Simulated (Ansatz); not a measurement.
# Fe, bcc: geometry optimisation

Method: DFT, r2SCAN, plane waves (500 eV) with PAW, scalar-relativistic (Ansatz 0.2.0). (PAW data from PBE, frozen cores regenerated.)

k-point mesh 11×11×11, Fermi-Dirac smearing 0.05 eV, starting moments 2.50, -2.50 μB. Cell and atoms relax.

Starting structure:

```yaml
crystal:
  lattice:
    - [2.8665, 0.0, 0.0]
    - [0.0, 2.8665, 0.0]
    - [0.0, 0.0, 2.8665]
  atoms:
    - { symbol: Fe, position: [0.0, 0.0, 0.0], spin: 2.5 }
    - { symbol: Fe, position: [0.5, 0.5, 0.5], spin: -2.5 }
hamiltonian:
  xc: r2scan
  pseudopotentials:
    kind: paw
    azcp:
      Fe: "pseudopotentials/Fe.paw.azcp"
basis:
  ecutwfc: 500
  fft_grid_basis: typed
kpoints:
  mp_grid: { grid: [11, 11, 11], shift: [0, 0, 0] }
magnetization:
  spin_polarized: true
scf:
  occupations: { method: fermi_dirac, width: 0.05 }
relax:
  max_steps: 60
  f_tol: 0.01
  cell: {}
```

Problem. The pressure at the start is 2.0 GPa. By how much does the volume change?

Solution. From 11.78 to 11.99 Å³ per atom, 1.8 %. The final cell has a = 2.883 Å.

Problem. How much energy does the relaxation gain?

Solution. 1.3 meV per atom.

Problem. Which magnetic state does it end in?

Solution. antiferromagnetic, largest moment 2.38 μB in the atomic sphere; moments 2.38, -2.38 μB.
